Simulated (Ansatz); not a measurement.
We consider rutile PbO2, described by PBE-D3(BJ) in Ansatz (PAW).

Run with plane-wave cutoff 500 eV, 8×8×12 k mesh (along the axes of the cell as run), Fermi–Dirac smearing 0.05 eV, scalar-relativistic PAW data made under PBE.

Computed at the level's own relaxed cell.

**Question.** Estimate the volume per atom, lattice parameter a and lattice parameter c that the calculation returns.

**Answer.** 
* **volume per atom**: 14.51 Å³/atom
* **lattice parameter a**: 5.028 Å
* **lattice parameter c**: 3.443 Å

Measured, for comparison: lattice constant a 4.958 Å (room temperature, not corrected to a static lattice, our sources range from 4.950 to 4.958; as tabulated in Hiroi (2015), arXiv:1503.02262); lattice parameter c 3.388 Å (room temperature, not corrected to a static lattice; as tabulated in Hiroi (2015), arXiv:1503.02262). Computed (rounded) less measured: lattice constant a +1.4 % (+1.4 % to +1.6 % over the range), lattice parameter c +1.6 %.

Spin–orbit coupling is not included; it can shift volumes and moduli of such heavy elements.

The result took about 120 core-seconds (a rough figure).

Ansatz is a first-principles code.
